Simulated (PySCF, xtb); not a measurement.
nitrous oxide (N2O), SMILES N#[N+][O-].

Geometry optimised at PBE0-D3(BJ)/def2-TZVP.

Calculation: IEF-PCM-PBE0/def2-SVP (PySCF 2.14.0).

The values are the electrostatic part of the solvation free energy, E(continuum) − E(gas) at the gas-phase geometry, in a cavity of scaled van der Waals radii (PySCF's table); cavitation and dispersion terms are not included. In vacuum the orbital gap is 9.65 eV. The dipole moment in vacuum is 0.02 D.

Computed values in water (ε = 78.36), chloroform (ε = 4.71), 1-octanol (ε = 9.86):
```json
[
 {"solvent": "water", "ε": "78.36", "ΔG(elec) (kcal/mol)": "-2.1", "dipole (D)": "0.01", "gap (eV)": "9.67"},
 {"solvent": "chloroform", "ε": "4.71", "ΔG(elec) (kcal/mol)": "-1.5", "dipole (D)": "0.01", "gap (eV)": "9.66"},
 {"solvent": "1-octanol", "ε": "9.86", "ΔG(elec) (kcal/mol)": "-1.8", "dipole (D)": "0.01", "gap (eV)": "9.66"}
]
```

For comparison, GFN2-xTB/ALPB(water) (xtb, at the GFN2-xTB geometry, all terms of that model) gives -4.4 kcal/mol.
